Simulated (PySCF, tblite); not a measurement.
# C2H3F3O: protonation, part 2 of 2

tblite 0.8.0 and PySCF 2.14.0. Atoms count from 0. Earlier steps stand in the parts before.

### Step 13. Single point (C₂H₄F₃O+): wB97X-D3(BJ)/def2-TZVP in diethylether

Geometry: PBE0-D3(BJ)/def2-SVP.

The job: settings as JSON, then the geometry in Å.

```
{"job": {"kind": "sp", "xc": "wB97X", "basis": "def2-TZVP", "d3": "d3bj", "grid": 2, "solvent": "diethylether"}, "charge": 1, "multiplicity": 1}
O     -0.210424     1.396077     0.598009
C      0.620079     0.290758     0.071592
C     -0.280203    -0.928383    -0.078595
F     -1.303259    -0.599334    -0.869220
F      0.388396    -1.927705    -0.584995
F     -0.771636    -1.248233     1.116081
H     -0.958007     1.635195     0.006516
H      1.424511     0.141059     0.802505
H      1.020781     0.645239    -0.886254
H     -0.554379     1.234618     1.503666
```

Log:

```text
final grid: 89928 points
cycle   1  E = -453.4128607015  dE = -1.440e-03  |g| = 2.325e-02  |ddm| = 1.844e-01
cycle   2  E = -453.4129400958  dE = -7.939e-05  |g| = 1.992e-02  |ddm| = 3.132e-02
cycle   3  E = -453.4129942377  dE = -5.414e-05  |g| = 3.286e-03  |ddm| = 9.368e-03
cycle   4  E = -453.4129974423  dE = -3.205e-06  |g| = 8.197e-04  |ddm| = 5.151e-03
cycle   5  E = -453.4129976852  dE = -2.429e-07  |g| = 2.957e-04  |ddm| = 1.686e-03
cycle   6  E = -453.4129977002  dE = -1.499e-08  |g| = 8.245e-05  |ddm| = 2.663e-04
cycle   7  E = -453.4129977016  dE = -1.416e-09  |g| = 2.527e-05  |ddm| = 1.489e-04
converged SCF energy = -453.4129977016
```

Wall time 10 s (1 thread of Arm Neoverse V2, shared host); peak memory 0.79 GiB.

### Step 14. Single point (C₂H₃F₃O): wB97X-D3(BJ)/def2-TZVP in acetone

Geometry: PBE0-D3(BJ)/def2-SVP.

The job: settings as JSON, then the geometry in Å.

```
{"job": {"kind": "sp", "xc": "wB97X", "basis": "def2-TZVP", "d3": "d3bj", "grid": 2, "solvent": "acetone"}, "charge": 0, "multiplicity": 1}
O     -0.222043     1.164775     1.086124
C      0.559734     0.328986     0.302256
C     -0.272669    -0.703840    -0.427461
F     -1.206503    -0.095934    -1.178830
F      0.489757    -1.438740    -1.238105
F     -0.906235    -1.526226     0.403233
H     -0.834145     1.633325     0.507123
H      1.260758    -0.206486     0.958988
H      1.156584     0.860929    -0.463822
```

Log:

```text
final grid: 84552 points
cycle   1  E = -453.0479434234  dE = -7.110e-04  |g| = 1.777e-02  |ddm| = 1.235e-01
cycle   2  E = -453.0479933228  dE = -4.990e-05  |g| = 1.590e-02  |ddm| = 2.922e-02
cycle   3  E = -453.0480325050  dE = -3.918e-05  |g| = 2.560e-03  |ddm| = 9.284e-03
cycle   4  E = -453.0480355445  dE = -3.039e-06  |g| = 6.091e-04  |ddm| = 7.016e-03
cycle   5  E = -453.0480357632  dE = -2.187e-07  |g| = 1.810e-04  |ddm| = 2.201e-03
cycle   6  E = -453.0480357708  dE = -7.606e-09  |g| = 7.866e-05  |ddm| = 2.762e-04
converged SCF energy = -453.0480357708
```

Run time: 8.2 s. Hardware: 1 thread of Arm Neoverse V2, shared host; peak memory 0.78 GiB.

### Step 15. Single point (C₂H₄F₃O+): wB97X-D3(BJ)/def2-TZVP in acetone

Geometry: PBE0-D3(BJ)/def2-SVP.

The job: settings as JSON, then the geometry in Å.

```
{"job": {"kind": "sp", "xc": "wB97X", "basis": "def2-TZVP", "d3": "d3bj", "grid": 2, "solvent": "acetone"}, "charge": 1, "multiplicity": 1}
O     -0.210424     1.396077     0.598009
C      0.620079     0.290758     0.071592
C     -0.280203    -0.928383    -0.078595
F     -1.303259    -0.599334    -0.869220
F      0.388396    -1.927705    -0.584995
F     -0.771636    -1.248233     1.116081
H     -0.958007     1.635195     0.006516
H      1.424511     0.141059     0.802505
H      1.020781     0.645239    -0.886254
H     -0.554379     1.234618     1.503666
```

Log:

```text
final grid: 89928 points
cycle   1  E = -453.4376496519  dE = -2.591e-03  |g| = 3.058e-02  |ddm| = 2.457e-01
cycle   2  E = -453.4378138386  dE = -1.642e-04  |g| = 2.548e-02  |ddm| = 4.670e-02
cycle   3  E = -453.4379041072  dE = -9.027e-05  |g| = 4.728e-03  |ddm| = 1.267e-02
cycle   4  E = -453.4379113288  dE = -7.222e-06  |g| = 1.138e-03  |ddm| = 8.365e-03
cycle   5  E = -453.4379118043  dE = -4.756e-07  |g| = 3.808e-04  |ddm| = 2.344e-03
cycle   6  E = -453.4379118299  dE = -2.560e-08  |g| = 1.127e-04  |ddm| = 3.623e-04
cycle   7  E = -453.4379118325  dE = -2.604e-09  |g| = 3.524e-05  |ddm| = 2.028e-04
converged SCF energy = -453.4379118325
```

It took 10 s on 1 thread of Arm Neoverse V2, shared host; peak memory 0.79 GiB.

### Step 16. Protonation: wB97X-D3(BJ)/def2-TZVP

This step combines the energies above: geometries from PBE0-D3(BJ)/def2-SVP, zero-point and thermal terms from PBE0-D3(BJ)/def2-SVP.

The job: settings as JSON, then the geometry in Å.

```
{"job": {"kind": "pa", "geom": {"xc": "PBE0", "basis": "def2-SVP", "d3": "d3bj", "grid": 1}, "hess": 1, "level": {"xc": "wB97X", "basis": "def2-TZVP", "d3": "d3bj", "solvents": ["diethylether", "acetone"]}}, "charge": 0, "multiplicity": 1}
O     -0.222043     1.164775     1.086124
C      0.559734     0.328986     0.302256
C     -0.272669    -0.703840    -0.427461
F     -1.206503    -0.095934    -1.178830
F      0.489757    -1.438740    -1.238105
F     -0.906235    -1.526226     0.403233
H     -0.834145     1.633325     0.507123
H      1.260758    -0.206486     0.958988
H      1.156584     0.860929    -0.463822
```

Output (the driver's rows laid out field by field):

```text
protonation site by site, wB97X-D3(BJ)/def2-TZVP // PBE0-D3(BJ)/def2-SVP

row 1
  formula                 C2H4F3O
  charge                  1
  multiplicity            1
  smiles                  [OH2+]CC(F)(F)F
  kept                    yes
  pieces                  1
  point_group             C1
  atom                    0
  element                 O
  electronic              735.63
  enthalpy                708.73
  free_energy             678.26
  solution                diethylether 907.06, acetone 966.25
  share_gas               1.0
  share_solution          diethylether 1.0, acetone 1.0
```

Run time: 6.2 min. Hardware: 1 thread of Arm Neoverse V2, shared host; peak memory 0.79 GiB.

Energy given off on adding a proton (kJ/mol, gas phase, 298 K for the thermal columns):

| site | product | electronic | enthalpy | free energy |
| --- | --- | --- | --- | --- |
| O0 | [OH2+]CC(F)(F)F | 735.6 | 708.7 | 678.3 |

Free energies in a continuum (kJ/mol, same sign; the bare proton is left unsolvated, so these are no solution acidities or basicities): acetone: O0 966.2; diethylether: O0 907.1.

### Step 17. Single point (C₂H₃F₃O): HF/6-311++G(2d,2p)

Geometry: PBE0-D3(BJ)/def2-SVP.

The job: settings as JSON, then the geometry in Å.

```
{"job": {"kind": "sp", "xc": "HF", "basis": "6-311++G(2d,2p)", "grid": 2}, "charge": 0, "multiplicity": 1}
O     -0.222043     1.164775     1.086124
C      0.559734     0.328986     0.302256
C     -0.272669    -0.703840    -0.427461
F     -1.206503    -0.095934    -1.178830
F      0.489757    -1.438740    -1.238105
F     -0.906235    -1.526226     0.403233
H     -0.834145     1.633325     0.507123
H      1.260758    -0.206486     0.958988
H      1.156584     0.860929    -0.463822
```

Log:

```text
final grid: 84552 points
cycle   1  E = -450.6118767877  dE =  1.187e+00  |g| = 1.019e+00  |ddm| = 2.307e+00
cycle   2  E = -450.7500397913  dE = -1.382e-01  |g| = 6.453e-01  |ddm| = 1.026e+00
cycle   3  E = -450.8144513905  dE = -6.441e-02  |g| = 6.886e-02  |ddm| = 3.470e-01
cycle   4  E = -450.8158458114  dE = -1.394e-03  |g| = 2.096e-02  |ddm| = 8.385e-02
cycle   5  E = -450.8159832750  dE = -1.375e-04  |g| = 4.618e-03  |ddm| = 2.758e-02
cycle   6  E = -450.8159925971  dE = -9.322e-06  |g| = 1.702e-03  |ddm| = 8.513e-03
cycle   7  E = -450.8159934696  dE = -8.725e-07  |g| = 5.685e-04  |ddm| = 2.328e-03
cycle   8  E = -450.8159935722  dE = -1.027e-07  |g| = 1.237e-04  |ddm| = 7.665e-04
cycle   9  E = -450.8159935799  dE = -7.666e-09  |g| = 2.806e-05  |ddm| = 2.363e-04
converged SCF energy = -450.8159935799
```

Wall time 2.2 s (1 thread of Arm Neoverse V2, shared host).

### Step 18. Single point (C₂H₄F₃O+): HF/6-311++G(2d,2p)

Geometry: PBE0-D3(BJ)/def2-SVP.

The job: settings as JSON, then the geometry in Å.

```
{"job": {"kind": "sp", "xc": "HF", "basis": "6-311++G(2d,2p)", "grid": 2}, "charge": 1, "multiplicity": 1}
O     -0.210424     1.396077     0.598009
C      0.620079     0.290758     0.071592
C     -0.280203    -0.928383    -0.078595
F     -1.303259    -0.599334    -0.869220
F      0.388396    -1.927705    -0.584995
F     -0.771636    -1.248233     1.116081
H     -0.958007     1.635195     0.006516
H      1.424511     0.141059     0.802505
H      1.020781     0.645239    -0.886254
H     -0.554379     1.234618     1.503666
```

Log:

```text
final grid: 89928 points
cycle   1  E = -450.8709570341  dE =  1.642e+00  |g| = 1.030e+00  |ddm| = 2.338e+00
cycle   2  E = -451.0381900247  dE = -1.672e-01  |g| = 6.106e-01  |ddm| = 1.062e+00
cycle   3  E = -451.0953199550  dE = -5.713e-02  |g| = 8.087e-02  |ddm| = 3.298e-01
cycle   4  E = -451.0969616763  dE = -1.642e-03  |g| = 2.468e-02  |ddm| = 8.981e-02
cycle   5  E = -451.0971402143  dE = -1.785e-04  |g| = 5.525e-03  |ddm| = 2.777e-02
cycle   6  E = -451.0971559981  dE = -1.578e-05  |g| = 1.668e-03  |ddm| = 1.042e-02
cycle   7  E = -451.0971571699  dE = -1.172e-06  |g| = 6.664e-04  |ddm| = 2.795e-03
cycle   8  E = -451.0971572984  dE = -1.285e-07  |g| = 1.419e-04  |ddm| = 7.964e-04
cycle   9  E = -451.0971573084  dE = -9.995e-09  |g| = 2.943e-05  |ddm| = 2.917e-04
converged SCF energy = -451.0971573084
```

Run time: 2.5 s. Hardware: 1 thread of Arm Neoverse V2, shared host.

### Step 19. Single point (C2H3F3O): HF/6-311++G(2d,2p) in chloroform

Geometry: PBE0-D3(BJ)/def2-SVP.

The job: settings as JSON, then the geometry in Å.

```
{"job": {"kind": "sp", "xc": "HF", "basis": "6-311++G(2d,2p)", "grid": 2, "solvent": "chloroform"}, "charge": 0, "multiplicity": 1}
O     -0.222043     1.164775     1.086124
C      0.559734     0.328986     0.302256
C     -0.272669    -0.703840    -0.427461
F     -1.206503    -0.095934    -1.178830
F      0.489757    -1.438740    -1.238105
F     -0.906235    -1.526226     0.403233
H     -0.834145     1.633325     0.507123
H      1.260758    -0.206486     0.958988
H      1.156584     0.860929    -0.463822
```

Log:

```text
final grid: 84552 points
cycle   1  E = -450.8231568040  dE = -4.651e-04  |g| = 1.166e-02  |ddm| = 1.056e-01
cycle   2  E = -450.8232070572  dE = -5.025e-05  |g| = 5.867e-03  |ddm| = 2.843e-02
cycle   3  E = -450.8232162753  dE = -9.218e-06  |g| = 2.371e-03  |ddm| = 8.310e-03
cycle   4  E = -450.8232192705  dE = -2.995e-06  |g| = 3.965e-04  |ddm| = 6.846e-03
cycle   5  E = -450.8232193618  dE = -9.130e-08  |g| = 1.057e-04  |ddm| = 9.317e-04
cycle   6  E = -450.8232193682  dE = -6.384e-09  |g| = 2.735e-05  |ddm| = 4.454e-04
converged SCF energy = -450.8232193682
```

Wall time 2 s (1 thread of Arm Neoverse V2, shared host).

### Step 20. Single point (C2H4F3O+): HF/6-311++G(2d,2p) in chloroform

Geometry: PBE0-D3(BJ)/def2-SVP.

The job: settings as JSON, then the geometry in Å.

```
{"job": {"kind": "sp", "xc": "HF", "basis": "6-311++G(2d,2p)", "grid": 2, "solvent": "chloroform"}, "charge": 1, "multiplicity": 1}
O     -0.210424     1.396077     0.598009
C      0.620079     0.290758     0.071592
C     -0.280203    -0.928383    -0.078595
F     -1.303259    -0.599334    -0.869220
F      0.388396    -1.927705    -0.584995
F     -0.771636    -1.248233     1.116081
H     -0.958007     1.635195     0.006516
H      1.424511     0.141059     0.802505
H      1.020781     0.645239    -0.886254
H     -0.554379     1.234618     1.503666
```

Log:

```text
final grid: 89928 points
cycle   1  E = -451.1947184758  dE = -1.519e-03  |g| = 2.043e-02  |ddm| = 1.771e-01
cycle   2  E = -451.1948769386  dE = -1.585e-04  |g| = 9.495e-03  |ddm| = 4.017e-02
cycle   3  E = -451.1949033716  dE = -2.643e-05  |g| = 4.343e-03  |ddm| = 1.141e-02
cycle   4  E = -451.1949117047  dE = -8.333e-06  |g| = 8.121e-04  |ddm| = 8.351e-03
cycle   5  E = -451.1949119994  dE = -2.947e-07  |g| = 2.348e-04  |ddm| = 1.620e-03
cycle   6  E = -451.1949120286  dE = -2.918e-08  |g| = 6.285e-05  |ddm| = 6.933e-04
cycle   7  E = -451.1949120302  dE = -1.595e-09  |g| = 1.790e-05  |ddm| = 1.055e-04
converged SCF energy = -451.1949120302
```

Wall time 2.6 s (1 thread of Arm Neoverse V2, shared host).

### Step 21. Protonation: HF/6-311++G(2d,2p)

This step combines the energies above: geometries from PBE0-D3(BJ)/def2-SVP, zero-point and thermal terms from PBE0-D3(BJ)/def2-SVP.

The job: settings as JSON, then the geometry in Å.

```
{"job": {"kind": "pa", "geom": {"xc": "PBE0", "basis": "def2-SVP", "d3": "d3bj", "grid": 1}, "hess": 1, "level": {"xc": "HF", "basis": "6-311++G(2d,2p)", "solvents": ["chloroform"]}}, "charge": 0, "multiplicity": 1}
O     -0.222043     1.164775     1.086124
C      0.559734     0.328986     0.302256
C     -0.272669    -0.703840    -0.427461
F     -1.206503    -0.095934    -1.178830
F      0.489757    -1.438740    -1.238105
F     -0.906235    -1.526226     0.403233
H     -0.834145     1.633325     0.507123
H      1.260758    -0.206486     0.958988
H      1.156584     0.860929    -0.463822
```

Output (the driver's rows laid out field by field):

```text
protonation site by site, HF/6-311++G(2d,2p) // PBE0-D3(BJ)/def2-SVP

row 1
  formula                 C2H4F3O
  charge                  1
  multiplicity            1
  smiles                  [OH2+]CC(F)(F)F
  kept                    yes
  pieces                  1
  point_group             C1
  atom                    0
  element                 O
  electronic              738.2
  enthalpy                711.3
  free_energy             680.83
  solution                chloroform 918.51
  share_gas               1.0
  share_solution          chloroform 1.0
```

Run time: 9.4 s. Hardware: 1 thread of Arm Neoverse V2, shared host.

Energy given off on adding a proton (kJ/mol, gas phase, 298 K for the thermal columns):

```
site          product  electronic  enthalpy  free energy
  O0  [OH2+]CC(F)(F)F       738.2     711.3        680.8
```

Free energies in a continuum (kJ/mol, same sign; the bare proton is left unsolvated, so these are no solution acidities or basicities): chloroform: O0 918.5.

### Step 22. What came out

This closing draws on all 2 parts.

| quantity | value |
| --- | --- |
| strongest single infrared mode (GFN2-xTB) | 1088 cm⁻¹, 369 km/mol |
| zero-point energy (GFN2-xTB) | 33.9 kcal/mol |
| point group | C1 |
| rotational constants (main isotopes) | 5.36, 2.86, 2.83 GHz |
| proton affinity (−ΔH), O0 (wB97X-D3(BJ)/def2-TZVP) | 708.7 kJ/mol |
| proton affinity (−ΔH), O0 (HF/6-311++G(2d,2p)) | 711.3 kJ/mol |

In words: All 21 modes are real, so the xTB geometry is a minimum. The strongest single mode, at 1088 cm⁻¹, moves mainly C2. GFN2-xTB is a fitted tight-binding method: band positions and strengths are rough. Its intensities can rank the bands wrongly. The optimisation took 6 steps and gained 0.023 eV; among the close pairs (by a distance rule), C1–C2 changed most, from 1.532 to 1.514 Å (PBE0/def2-SVP). The proton affinity (−ΔH) at O0 is 708.7 kJ/mol at wB97X-D3(BJ)/def2-TZVP; zero-point and thermal terms move it by -26.9 kJ/mol from the electronic value.
